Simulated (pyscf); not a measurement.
O⁻–CH(OH)–OH -> O=CH–O⁻ + H₂O (elimination; singlet surface; H–O, C–O broken, H–O formed). Structures and frequencies: ωB97X-D3(BJ)/def2-SVPD in PySCF. MP2 and CC: frozen core, UHF for open shells. ΔMP2 is the change of the MP2 total energy from the triple- to the quadruple-zeta basis. Energies in kcal/mol from the reactant's lowest minimum found.

```csv
level,barrier,reaction energy
ωB97X-D3(BJ)/def2-TZVPD,10.7,-12.0
PBE0-D3(BJ)/def2-TZVPD,10.4,-10.8
M06-2X/def2-TZVPD,12.2,-9.6
ωB97M-D3(BJ)/def2-TZVPD,9.7,-12.6
HF/def2-TZVPD,13.6,-19.3
MP2/def2-QZVPPD,?,-12.4
CCSD(T)/def2-TZVPPD + ΔMP2(QZVPPD),?,?
```

What belongs in the gaps?


- MP2/def2-QZVPPD, barrier: 9.9
- CCSD(T)/def2-TZVPPD + ΔMP2(QZVPPD), barrier: 10.5
- CCSD(T)/def2-TZVPPD + ΔMP2(QZVPPD), reaction energy: -11.7

Of the functionals in the table, PBE0-D3(BJ) is closest to CCSD(T)/def2-TZVPPD + ΔMP2(QZVPPD) in the barrier (0.0 kcal/mol apart) and M06-2X least close (1.7 kcal/mol); that level has limits of its own. On the product side the descent ends in a bound adduct, 16.8 kcal/mol under the separated species and 39.5 kcal/mol under the saddle at ωB97X-D3(BJ)/def2-TZVPD. This is the saddle that the search found; another between the same sides may lie lower. The CCSD(T) − MP2 part came from Ansatz, without density fitting, on the same reference.
